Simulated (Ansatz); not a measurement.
## GeH, quartet: reading a ladder of total energies

Geometry: a point of a stretch scan, not a stationary point.

```tsv
atom	x (Å)	y (Å)	z (Å)
Ge	0.0000	0.0000	0.0000
H	0.0000	0.0000	2.8710
```

Basis cc-pVTZ; Ansatz 0.2.0. Correlated methods freeze the noble-gas cores and the filled d shells of p-block atoms, which leaves 5 electrons in 43 orbitals. R marks a restricted (for open shells ROHF) determinant. No spin–orbit coupling is included, and no scalar relativity.

Full CI is exact within this basis and frozen core; it isn't the basis-set limit.

Runs differ by some tens of microhartree through their thresholds and, for an open shell, their frozen cores, so steps under 0.03 kcal/mol mean nothing.

```csv
level,total energy (hartree)
RHF,-2075.857837
RMP2,-2075.912783
RCCSD,-2075.927658
RCCSD(T),-2075.929711
RCCSDT,-2075.930244
RCCSDT(Q),-2075.930288
full CI,-2075.930286
```

Task: What is the correlation energy at full CI, and what share of it do RMP2 and RCCSD(T) recover?

Result: E(corr) = -2075.930286 − (-2075.857837) = -0.072449 hartree = -1.971 eV. RMP2: -0.054946 / -0.072449 = 75.84 %. RCCSD(T): -0.071874 / -0.072449 = 99.21 %.

Task: By how many kcal/mol does RCCSD(T) miss full CI (1 hartree = 627.509 kcal/mol), and which steps make up the rest?

Result: -2075.929711 − (-2075.930286) = 0.000575 hartree = 0.36 kcal/mol. Steps: RCCSDT − RCCSD(T) = -0.33, RCCSDT(Q) − RCCSDT = -0.03, full CI − RCCSDT(Q) = 0.00 kcal/mol. That is within 1 kcal/mol of the reference in this basis, which itself misses far more of the correlation at the basis-set limit.
